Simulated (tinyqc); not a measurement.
Worked calculation: UHF in the sto-3g basis, for BH, spin multiplicity 3. One step of it, computed by the program tinyqc.

Question. Iteration 2: diagonalisation and new density. Diagonalise F' = X^T F X, C = X C', fill 4 alpha and 2 beta electrons from the bottom; D(s) = C_occ C_occ^T. Each column has its largest component positive (the first on a tie).

F(alpha) (hartree), lower triangle:
```
            1B 1s      1B 2s    1B 2px     1B 2py     1B 2pz      2H 1s
1B 1s   -7.308788
1B 2s   -2.155100  -1.116275
1B 2px   0.000000   0.000000  0.254865
1B 2py   0.000000   0.000000  0.040746  -0.230221
1B 2pz  -0.003195   0.005447  0.000000   0.000000  -0.115293
2H 1s   -0.467346  -0.522274  0.000000   0.000000  -0.403590  -0.449698
```

F(beta) (hartree), lower triangle:
```
            1B 1s      1B 2s     1B 2px    1B 2py     1B 2pz      2H 1s
1B 1s   -7.252371
1B 2s   -2.122337  -0.812627
1B 2px   0.000000   0.000000   0.341832
1B 2py   0.000000   0.000000  -0.005240  0.404217
1B 2pz  -0.000353  -0.194621   0.000000  0.000000   0.246275
2H 1s   -0.449373  -0.502250   0.000000  0.000000  -0.244140  -0.212738
```

X, lower triangle:
```
            1B 1s      1B 2s    1B 2px    1B 2py     1B 2pz     2H 1s
1B 1s    1.030261
1B 2s   -0.153128   1.140579
1B 2px   0.000000   0.000000  1.000000
1B 2py   0.000000   0.000000  0.000000  1.000000
1B 2pz  -0.012220   0.114637  0.000000  0.000000   1.117514
2H 1s    0.027425  -0.311975  0.000000  0.000000  -0.321149  1.224849
```

Give: F' = X^T F X; orbital energies; coefficients C; F' = X^T F X; orbital energies; coefficients C; D(alpha) after iteration 2; D(beta) after iteration 2.

Answer.

F' = X^T F X (alpha) (hartree), lower triangle:
```
         1        2       3        4        5        6
1  -7.1260
2  -1.1234  -0.5586
3   0.0000   0.0000  0.2549
4   0.0000   0.0000  0.0407  -0.2302
5  -0.0325   0.1968  0.0000   0.0000   0.1259
6  -0.0504  -0.3547  0.0000   0.0000  -0.4652  -0.0774
```

orbital energies (alpha) (hartree): MO1 -7.3145, MO2 -0.6149, MO3 -0.3455, MO4 -0.2336, MO5 0.2583, MO6 0.6387

coefficients C (alpha):
```
            MO1      MO2      MO3      MO4     MO5      MO6
1B 1s    0.9912  -0.2308  -0.1827   0.0000  0.0000   0.1289
1B 2s    0.0323   0.6689   0.7276   0.0000  0.0000  -0.6760
1B 2px   0.0000   0.0000   0.0000  -0.0831  0.9965   0.0000
1B 2py   0.0000   0.0000   0.0000   0.9965  0.0831   0.0000
1B 2pz   0.0030   0.1085  -0.5542   0.0000  0.0000  -1.0229
2H 1s   -0.0063   0.4935  -0.5051   0.0000  0.0000   1.0967
```

F' = X^T F X (beta) (hartree), lower triangle:
```
         1        2        3       4        5       6
1  -7.0692
2  -1.1451  -0.2223
3   0.0000   0.0000   0.3418
4   0.0000   0.0000  -0.0052  0.4042
5  -0.0033  -0.0211   0.0000  0.0000   0.4386
6  -0.0321  -0.4189   0.0000  0.0000  -0.3825  0.1647
```

orbital energies (beta) (hartree): MO1 -7.2570, MO2 -0.4361, MO3 0.2264, MO4 0.3414, MO5 0.4047, MO6 0.7787

coefficients C (beta):
```
            MO1      MO2      MO3     MO4      MO5      MO6
1B 1s    0.9923  -0.2132  -0.2060  0.0000   0.0000   0.1153
1B 2s    0.0290   0.6200   0.8070  0.0000   0.0000  -0.6312
1B 2px   0.0000   0.0000   0.0000  0.9965  -0.0831   0.0000
1B 2py   0.0000   0.0000   0.0000  0.0831   0.9965   0.0000
1B 2pz   0.0038   0.2072  -0.5159  0.0000   0.0000  -1.0277
2H 1s   -0.0073   0.4952  -0.4792  0.0000   0.0000   1.1075
```

D(alpha) after iteration 2, lower triangle:
```
          1B 1s    1B 2s   1B 2px  1B 2py  1B 2pz   2H 1s
1B 1s    1.0692
1B 2s   -0.2553   0.9779
1B 2px   0.0000   0.0000   0.0069
1B 2py   0.0000   0.0000  -0.0828  0.9931
1B 2pz   0.0792  -0.3306   0.0000  0.0000  0.3189
2H 1s   -0.0278  -0.0376   0.0000  0.0000  0.3335  0.4987
```

D(beta) after iteration 2, lower triangle:
```
          1B 1s   1B 2s  1B 2px  1B 2py  1B 2pz   2H 1s
1B 1s    1.0301
1B 2s   -0.1034  0.3852
1B 2px   0.0000  0.0000  0.0000
1B 2py   0.0000  0.0000  0.0000  0.0000
1B 2pz  -0.0404  0.1286  0.0000  0.0000  0.0430
2H 1s   -0.1128  0.3068  0.0000  0.0000  0.1026  0.2453
```
